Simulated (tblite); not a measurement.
Q: What does the GFN2-xTB structure of `C=CC[CH]CS` [radical] look like in three dimensions? (Doublet state.)

A: 
```xyz
15
C5H9S angstrom
C      1.6351    1.3397   -0.0730
C      1.2634    0.3107    0.6661
C      0.7356   -0.9845    0.0998
C     -0.7095   -1.0986    0.4241
C     -1.7255   -0.6047   -0.4592
S     -2.1957    1.2163   -0.0171
H      1.9804    2.2610    0.3654
H      1.6267    1.2991   -1.1508
H      1.2735    0.3711    1.7455
H      0.8874   -0.9978   -0.9813
H      1.2846   -1.8157    0.5516
H     -0.9820   -1.3270    1.4427
H     -1.4279   -0.5578   -1.5037
H     -2.6916   -1.0903   -0.3427
H     -0.9589    1.6866   -0.1561
```

Orientation and origin are arbitrary. Atoms count from 1 in this order. C1 (carbon bonded to C and 2 H) is planar (angles 121.9°, 121.9° and 116.2°, sum 360.0°, 0.01 Å off the plane of its three neighbours). C2 (carbon bonded to 2 C and H) is planar (angles 123.9°, 120.8° and 115.2°, sum 359.9°, 0.02 Å off the plane of its three neighbours). Of the pairs four or more bonds apart, C1···H15 is among the closest relative to their van der Waals radii: 2.62 Å, 90 % of the sum of Bondi's values. The C–C distances run from 1.320 Å (C1=C2, drawn double) to 1.509 Å (C2–C3, drawn single), a spread of 0.189 Å.

Bonds between heavy atoms (Å): C1=C2 1.320, C2–C3 1.509, C3–C4 1.485, C4–C5 1.434, C5–S6 1.932.

The geometry is computed with GFN2-xTB (gas phase). This method treats the open shell by occupation alone, without spin polarisation.

Point group: C1 (no symmetry element, even within 0.4 Å). Its GFN2-xTB frequencies are all real (lowest 48 cm⁻¹). Torsions: C1–C2–C3–C4 -111°, C2–C3–C4–C5 91°, C3–C4–C5–S6 -92°, C4–C5–S6–H 57°. 3 starts were optimised and ended at 0.00, 1.62 and 1.70 kcal/mol (GFN2-xTB); the lowest of these is shown.

The run took 0.44 s wall on one thread of an Arm Neoverse V2, shared host with 96 logical CPUs at a one-minute load of 51. That covers the optimisation of the geometry.

One conformer stands for the species.
